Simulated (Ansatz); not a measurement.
**AlP2H (triplet): the correlation ladder at a displaced geometry (v1), cc-pVDZ**

How much of the correlation energy of AlP2H (triplet) does each wave-function method recover here?

Method: cc-pVDZ, core rule «outside noble gas», up to 15 orbitals frozen; program: Ansatz 0.2.0, Gaussian basis.

To be run: UHF; CCSD(T) on ROHF; CCSD(T) on UHF; BCCD(T) on ROHF; CISD; CCSDT(Q) on ROHF; CCSDT(Q) on UHF.

30 further runs of the same task are left out: 4 for a known fault of the program, 9 that didn't finish, 17 set aside as unsound or not needed.

## (1) What is computed

The geometry is a PBE0/def2-TZVP stationary point (not a proven minimum) with its atoms shifted at random (size 0.040 Å).

4 atoms, charge 0, spin multiplicity 3.

Atoms are counted from 1 here; the program's logs count them from 0.

Bond lengths: Al1–P2 2.387 Å, P2–P3 2.102 Å, P2–H4 1.416 Å. Angles: Al1–P2–P3 145.5°, Al1–P2–H4 108.7°, P3–P2–H4 105.7°.

Coordinates:

```xyz
4
AlHP2
Al   -0.0153   -0.2717    2.2906
P    -0.0161    0.4104    0.0036
P     0.0318   -0.2331   -1.9973
H    -0.0710    1.8241   -0.0490
```

## (2) UHF

in.yaml reads:

```yaml
crystal:
  periodic: [false, false, false]
  atoms:
    - {symbol: Al, position_ang: [-0.015323, -0.271717, 2.290630]}
    - {symbol: P, position_ang: [-0.016148, 0.410427, 0.003551]}
    - {symbol: P, position_ang: [0.031808, -0.233090, -1.997346]}
    - {symbol: H, position_ang: [-0.071030, 1.824060, -0.049025]}
basis:
  gaussian: {orbitals: cc-pVDZ}
magnetization: {spin_polarized: true, initial_magnetization: 2}
hamiltonian: {xc: hf}
output: {orbitals: {seedname: orbitals}}
```

The run is started by

```bash
$ ansatz run in.yaml --threads 1 --pin off --events-out ev --progress --plain --max-ram 2393MiB
```

Further steps of the session: CCSD(T) on ROHF; CCSD(T) on UHF; BCCD(T) on ROHF; CISD; CCSDT(Q) on ROHF; CCSDT(Q) on UHF.

**Question.** What will the summary of the whole plan be? Wanted: UCCSDT(Q) below the RHF energy; RMP2 from UCCSDT(Q); UMP2 from UCCSDT(Q); RCCSD from UCCSDT(Q); RCCSD(T) from UCCSDT(Q); UCCSD(T) from UCCSDT(Q); RCCSDT(Q) from UCCSDT(Q); T1 diagnostic.

The runs gave:

| quantity | value |
| --- | --- |
| UCCSDT(Q) below the RHF energy | -8.4159 eV |
| RMP2 from UCCSDT(Q) | +37.01 kcal/mol |
| UMP2 from UCCSDT(Q) | +38.25 kcal/mol |
| RCCSD from UCCSDT(Q) | +9.20 kcal/mol |
| RCCSD(T) from UCCSDT(Q) | +1.82 kcal/mol |
| UCCSD(T) from UCCSDT(Q) | +1.84 kcal/mol |
| RCCSDT(Q) from UCCSDT(Q) | +0.04 kcal/mol |
| levels within 1 kcal/mol (43 meV) | RCCSDT, UCCSDT, RCCSDT(Q) |
| T1 diagnostic | 0.035 |

What this shows: RCCSD(T) lands +1.82 kcal/mol from the yardstick (0.9 % of the correlation energy). These misses are within one basis, not against nature; the frozen cores of restricted and unrestricted runs differ, which can shift their rows.
